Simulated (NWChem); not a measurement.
System meant: hydrogen peroxide (H₂O₂); SMILES OO

NWChem input:

```
start job
memory heap 200 mb stack 900 mb global 1100 mb
geometry units angstroms noautosym nocenter noautoz
  O      0.045630    -0.726373    -0.125929
  O     -0.045633     0.726366    -0.125912
  H     -0.761842    -0.941606     0.373957
  H      0.761845     0.941612     0.373958
end
basis spherical
  * library 6-31g*
end
dft
  xc m06-2x
  iterations 150
end
property
  shielding 2 1 3
end
task dft property
```

End of the output:

```
 Vector   12  Occ=0.000000D+00  E= 1.748060D-01
              MO Center=  1.4D-05,  1.3D-05,  3.1D-01, r^2= 2.9D+00
   Bfn.  Coefficient  Atom+Function         Bfn.  Coefficient  Atom+Function
  ----- ------------  ---------------      ----- ------------  ---------------
    30      0.998021  3 H  s                 32     -0.998038  4 H  s
     8      0.469907  1 O  py                22      0.469911  2 O  py
     4      0.315958  1 O  py                18      0.315959  2 O  py
     7      0.300951  1 O  px                21      0.300959  2 O  px
     6     -0.248688  1 O  s                 20      0.248697  2 O  s

 center of mass
 --------------
 x =  -0.00000250 y =  -0.00000589 z =  -0.18196283

 moments of inertia (a.u.)
 ------------------
          68.347230521242          -1.377112818187           0.000031412681
          -1.377112818187           6.107651324367          -0.000730710071
           0.000031412681          -0.000730710071          71.070854576682

     Multipole analysis of the density
     ---------------------------------

     L   x y z        total         alpha         beta         nuclear
     -   - - -        -----         -----         ----         -------
     0   0 0 0     -0.000000     -9.000000     -9.000000     18.000000

     1   1 0 0      0.000007      0.000023      0.000023     -0.000040
     1   0 1 0      0.000002      0.000048      0.000048     -0.000094
     1   0 0 1      0.735806      1.564868      1.564868     -2.393929

     2   2 0 0     -7.090591     -5.677447     -5.677447      4.264304
     2   1 1 0      2.363828     -0.432907     -0.432907      3.229642
     2   1 0 1     -0.000002      0.000001      0.000001     -0.000005
     2   0 2 0     -7.964753    -22.221690    -22.221690     36.478627
     2   0 1 1     -0.000008     -0.000199     -0.000199      0.000389
     2   0 0 2     -8.771040     -5.337894     -5.337894      1.904749

          -----------------------------------------
          Chemical Shielding Tensors (GIAO, in ppm)
          -----------------------------------------

 ------------------------------------------------------------------------
  xm06: d2 not coded                    0
 ------------------------------------------------------------------------
 ------------------------------------------------------------------------
  current input line :
    19: task dft property
 ------------------------------------------------------------------------
 ------------------------------------------------------------------------
 This error has not yet been assigned to a category
 ------------------------------------------------------------------------
 For more information see the NWChem manual at https://nwchemgit.github.io

0: xm06: d2 not coded:Received an Error in Communication
```

Q: Find the fault in this run and fix the input.

A: The run crashed. Cause: this functional's second derivatives, which shieldings need, aren't coded here; the fix takes a hybrid GGA instead. This input runs:
```
start job
memory heap 200 mb stack 900 mb global 1100 mb
geometry units angstroms noautosym nocenter noautoz
  O      0.045630    -0.726373    -0.125929
  O     -0.045633     0.726366    -0.125912
  H     -0.761842    -0.941606     0.373957
  H      0.761845     0.941612     0.373958
end
basis spherical
  * library 6-31g*
end
dft
  xc pbe0
  iterations 150
end
property
  shielding 2 1 3
end
task dft property
```
It converges to -151.36990 Ha (PBE0/6-31G* (spherical d), GIAO).
